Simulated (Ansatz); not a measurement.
Geometry optimisation, Ansatz, RHF/def2-SVPD.

The input (input.yaml):

```yaml
crystal:
  periodic: [false, false, false]
  atoms:
    - { symbol: B, position_ang: [0.199319, 0.06777, -0.092278] }
    - { symbol: Cl, position_ang: [0.499641, -0.411881, 1.65043] }
    - { symbol: H, position_ang: [1.151175, 0.44367, -0.692691] }
    - { symbol: "N", position_ang: [-1.079011, -0.010751, -0.610011] }
    - { symbol: H, position_ang: [-1.859753, -0.325594, -0.075624] }
    - { symbol: H, position_ang: [-1.289471, 0.236787, -1.552826] }
basis:
  gaussian: { orbitals: def2-SVPD }
hamiltonian:
  xc: hf
relax:
  f_tol: 0.03
  max_steps: 50
```

Run as:

```bash
$ ansatz run input.yaml --threads 1 --pin off --max-ram 2048MiB --backend cpu --events-out ev --progress --plain --runs-dir out
```

Where does it end, and by what steps?

It converged. After 5 steps the energy has fallen by 0.017 eV; H3 moved furthest, 0.03 Å.

```tsv
step	energy less start (eV)	largest force component (eV/Å)	accepted
0	0.0000	0.747	yes
1	-0.0108	0.417	yes
2	-0.0102	0.275	no
3	-0.0162	0.075	yes
4	-0.0166	0.057	yes
5	-0.0166	0.014	yes
```

```xyz
6
Properties=species:S:1:pos:R:3
B 0.204 0.066 -0.073
Cl 0.486 -0.408 1.635
H 1.135 0.442 -0.712
N -1.072 -0.014 -0.601
H -1.861 -0.329 -0.077
H -1.271 0.242 -1.544
```

Whether the end is a true minimum wasn't checked by a vibrational analysis.

The run took 8.8 s on 1 thread of Arm Neoverse V2, with other jobs on the host, peak memory 0.15 GiB.
